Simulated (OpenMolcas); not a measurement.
**CHFO (formyl fluoride): levels of theory compared**

Aim: a comparison of 6 runs (HF/STO-3G, B3LYP/STO-3G, M06-2X/STO-3G, PBE/STO-3G, r2SCAN/STO-3G, CISD/STO-3G) of CHFO (formyl fluoride). 

Program for the calculation: OpenMolcas 26.06.

2 further runs of the same task are left out: 1 for a known fault of the program, 1 set aside as unsound or not needed.

**1. Starting point**

CHFO has 4 atoms, charge 0, and is taken as a singlet. As SMILES, `O=CF`. The C2–H4 distance was set to 1.920 Å, away from the relaxed value. At this shape a bond of the SMILES string is far longer than usual.

Bond lengths: O1–C2 1.174 Å, C2–F3 1.336 Å. Angles: O1–C2–F3 122.9°.

**2. A single-point energy at HF/STO-3G (run 1)**

struct.xyz reads:

```xyz
4

O     -1.187052    -0.365533     1.344629
C     -0.344112    -0.499193     0.538509
F      0.287488    -1.658523     0.335069
H      0.350540     0.823120    -0.667550
```

test.inp reads:

```
&gateway
baslib
$CurrDir
coord
struct.xyz
basis
STO-3G
group
NoSym
&seward
&scf
thresholds
1e-10 1e-07 1e-07 1e-05
prorbitals
1 1
```

The basis set STO-3G is read from a file made from the Basis Set Exchange's data (not shown).

The run is started by

```console
$ export MOLCAS_MEM=1860
$ pymolcas test.inp > test.log
```

Log:

```text
--- Start Module: gateway ---
[...]
--- Stop Module: gateway /rc=_RC_ALL_IS_WELL_ ---
--- Start Module: seward ---
[...]
      Basis functions           16
--- Stop Module: seward /rc=_RC_ALL_IS_WELL_ ---
--- Start Module: scf ---
[...]
       Convergence after  14 Iterations
[...]
::    Total SCF energy                               -209.6461579090
[...]
      Total spin, S                                     0.0000000000
[...]
      Total electronic charge=   24.000000
      Total            charge=   -0.000000
[...]
      Dipole Moment (debye):
      Origin of the operator (angstrom)=   -0.3604   -0.8857    0.7013
                   X=  6.8517E-01               Y=  1.2871E-01               Z= -7.4500E-01           Total=  1.0203E+00
      Quadrupole Moment (debye*angstrom):
[...]
--- Stop Module: scf /rc=_RC_ALL_IS_WELL_ ---
[...]
```

It took 1.6 s on 1 thread of Arm Neoverse V1, shared host; peak memory 0.37 GiB.

**3. A single-point energy at B3LYP/STO-3G (run 2)**

struct.xyz is that of step 2.

test.inp reads:

```
* CHFO Kohn-Sham DFT

&GATEWAY
 BASLIB = $CurrDir
 COORD = struct.xyz
 BASIS = STO-3G
 GROUP = NoSym

&SEWARD
 GRIDINPUT
 Grid=UltraFine
 End of Grid

&SCF
 KSDFT = B3LYP
 THRESHOLDS = 1e-10 1e-07 1e-07 1e-05
 PRORBITALS = 1 1
```

The basis set STO-3G is read from a file made from the Basis Set Exchange's data (not shown).

The run is started by

```console
$ export MOLCAS_MEM=1860
$ pymolcas test.inp > test.log
```

Log:

```text
--- Start Module: gateway ---
[...]
--- Stop Module: gateway /rc=_RC_ALL_IS_WELL_ ---
--- Start Module: seward ---
[...]
      Basis functions           16
--- Stop Module: seward /rc=_RC_ALL_IS_WELL_ ---
--- Start Module: scf ---
[...]
       Convergence after  16 Iterations
[...]
::    Total KS-DFT energy                            -210.6318972002
[...]
      Total spin, S                                     0.0000000000
[...]
      Total electronic charge=   24.000000
      Total            charge=   -0.000000
[...]
      Dipole Moment (debye):
      Origin of the operator (angstrom)=   -0.3604   -0.8857    0.7013
                   X=  5.3808E-01               Y= -5.5092E-01               Z= -3.3849E-01           Total=  8.4120E-01
      Quadrupole Moment (debye*angstrom):
[...]
--- Stop Module: scf /rc=_RC_ALL_IS_WELL_ ---
[...]
```

Run time: 4.8 s. Hardware: 1 thread of Arm Neoverse V1, shared host; peak memory 0.37 GiB.

**4. The energy at M06-2X/STO-3G (run 3)**

struct.xyz is that of step 3.

test.input reads:

```
>>> EXPORT MOLCAS_PRINT=2

&GATEWAY
  BasLib=$CurrDir
  Coord=struct.xyz
  Basis=STO-3G
  Group=NoSym

&SEWARD
  GridInput
  Grid=UltraFine
  End of Grid

&SCF
  KSDFT=M062X
  Thresholds=1e-10 1e-07 1e-07 1e-05
  PrOrbitals=1 1
```

The basis set STO-3G is read from a file made from the Basis Set Exchange's data (not shown).

The run is started by

```console
$ export MOLCAS_MEM=1860
$ pymolcas test.input > test.log
```

Log:

```text
--- Start Module: gateway ---
[...]
--- Stop Module: gateway /rc=_RC_ALL_IS_WELL_ ---
--- Start Module: seward ---
[...]
      Basis functions           16
--- Stop Module: seward /rc=_RC_ALL_IS_WELL_ ---
--- Start Module: scf ---
[...]
       Convergence after  14 Iterations
[...]
::    Total KS-DFT energy                            -210.6298362734
[...]
      Total spin, S                                     0.0000000000
[...]
      Total electronic charge=   24.000000
      Total            charge=   -0.000000
[...]
      Dipole Moment (debye):
      Origin of the operator (angstrom)=   -0.3604   -0.8857    0.7013
                   X=  5.7408E-01               Y= -2.9207E-01               Z= -4.7297E-01           Total=  7.9910E-01
      Quadrupole Moment (debye*angstrom):
[...]
--- Stop Module: scf /rc=_RC_ALL_IS_WELL_ ---
[...]
```

Wall time 5.1 s (1 thread of Arm Neoverse V1, shared host); peak memory 0.37 GiB.

Runs 4 to 5 aren't shown in full; the table further down has their settings and results.

**5. A single-point energy at CISD/STO-3G (run 6)**

struct.xyz is that of step 4.

test.input reads:

```
&GATEWAY
 BASLIB = $CurrDir
 COORD = struct.xyz
 BASIS = STO-3G
 GROUP = NoSym

&SEWARD

&SCF
 THRESHOLDS = 1e-10 1e-07 1e-07 1e-05
 PRORBITALS = 1 1

&MOTRA
 FROZEN = 3

&GUGA
 ELECTRONS = 18
 SPIN = 1
 INACTIVE = 9
 ACTIVE = 0
 CIALL = 1

&CPF
 SDCI
```

The basis set STO-3G is read from a file made from the Basis Set Exchange's data (not shown).

The run is started by

```console
$ export MOLCAS_MEM=1860
$ pymolcas test.input > test.log
```

Log:

```text
--- Start Module: gateway ---
[...]
--- Stop Module: gateway /rc=_RC_ALL_IS_WELL_ ---
[...]
      Basis functions           16
[...]
       Convergence after  14 Iterations
[...]
::    Total SCF energy                               -209.6461579090
[...]
      Total spin, S                                     0.0000000000
[...]
      *** WARNING: Default frozen orbitals is overwritten by user input.
      *** Default values:   3
[...]
--- Start Module: guga ---
[...]
--- Stop Module: guga /rc=_RC_ALL_IS_WELL_ ---
--- Start Module: cpf ---
[...]
      Active orbitals                            0       0
[...]
      Spin quantum number                      0.0
[...]
     FINAL CI ENERGY          -209.84587584
     FINAL CORRELATION ENERGY   -0.19971793  REFERENCE ENERGY    -209.64615791
[...]
     REL. CI ENERGY           -209.84587584
[...]
      Total electronic charge=   24.000000
      Total            charge=    0.000000
[...]
      Dipole Moment (debye):
      Origin of the operator (angstrom)=   -0.3604   -0.8857    0.7013
                   X=  3.2084E-01               Y= -2.7579E-01               Z= -2.2176E-01           Total=  4.7768E-01
      Quadrupole Moment (debye*angstrom):
[...]
--- Stop Module: cpf /rc=_RC_ALL_IS_WELL_ ---
[...]
```

Wall time 1.8 s (1 thread of Arm Neoverse V1, shared host); peak memory 0.37 GiB.

**6. Overview of the runs**

```
run          level  integration grid  frozen core orbitals  energy (Eh)  dipole moment (D) of the reference  HOMO energy (eV)  LUMO energy (eV)  wall time
  1      HF/STO-3G                 –                     –  -209.646158                                1.02             -8.05              4.89      1.6 s
  2   B3LYP/STO-3G         UltraFine                     –  -210.631897                                0.84             -4.87              0.88      4.8 s
  3  M06-2X/STO-3G         UltraFine                     –  -210.629836                                0.80             -6.24              2.19      5.1 s
  4     PBE/STO-3G         UltraFine                     –  -210.446357                                0.95             -3.71              0.38      4.5 s
  5  r2SCAN/STO-3G         UltraFine                     –  -210.589149                                0.89             -4.11              0.28        6 s
  6    CISD/STO-3G                 –                     3  -209.845876                                1.02             -8.05              4.89      1.8 s
```

**7. Results**

```
                                          quantity          value
                               run 6: total energy  -209.84588 Eh
         run 6: dipole moment (mean-field density)         1.02 D
        run 6: HOMO energy (Hartree–Fock orbitals)       -8.05 eV
        run 6: LUMO energy (Hartree–Fock orbitals)        4.89 eV
      run 6: HOMO–LUMO gap (Hartree–Fock orbitals)       12.95 eV
run 6: correlation energy (3 core orbitals frozen)     -199.7 mEh
```

What this shows: Over runs 1, 2, 3, 4, 5 the dipole moment (its size) runs from 0.80 D (M06-2X/STO-3G) to 1.02 D (HF/STO-3G). Over runs 1, 2, 3, 4, 5 the HOMO–LUMO gap runs from 4.09 eV (PBE/STO-3G) to 12.95 eV (HF/STO-3G). Exact exchange widens orbital gaps. Totals of different functionals can't be ranked against each other. In runs 1, 2, 3, 4, 5, 6 the basis is minimal, so the values are rough. In runs 1, 2, 3, 4, 5, 6 a closed-shell determinant meets a far-stretched bond, which it describes badly. All runs together took 24 s, the longest 6 s.
